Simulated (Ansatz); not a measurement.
The C1–H4 bond of ethanol (SMILES CCO) is stretched (multiplicity 1, the rest rigid).
Geometry at rest (charge 0, multiplicity 1):
```tsv
atom	x (Å)	y (Å)	z (Å)
C	-1.1987	0.1420	0.2638
C	0.0629	-0.4292	-0.3609
O	1.2331	0.3053	-0.0123
H	-2.0792	-0.4154	-0.0646
H	-1.3257	1.1886	-0.0169
H	-1.1571	0.0829	1.3551
H	0.1765	-1.4865	-0.0896
H	0.0055	-0.3772	-1.4490
H	1.3298	0.2886	0.9460
```

Frozen-core correlation.

Run with Ansatz (a first-principles code) with Gaussian orbitals. 

FIC-MRCISD+Q on CASSCF(2,2)/cc-pVDZ, total energies (hartree):

| R (Å) | CASSCF | MRCISD | weight c² of the reference |
|---|---|---|---|
| 1.093 | -154.107473 | -154.554869 | 0.88519 |
| 1.912 | -154.007170 | -154.446096 | 0.88503 |
| 3.496 | -153.946991 | -154.380750 | 0.88592 |

**Question.** Add the Davidson correction (E_MRCISD − E_CASSCF)(1 − c²)/c² and give the energies above the first point at the three levels.

**Answer.** 
Corrections (hartree): -0.058027, -0.057018, -0.055857. Above the first point (kcal/mol):
- R = 1.912 Å: CASSCF 62.9, MRCISD 68.3, with the correction 68.9
- R = 3.496 Å: CASSCF 100.7, MRCISD 109.3, with the correction 110.6
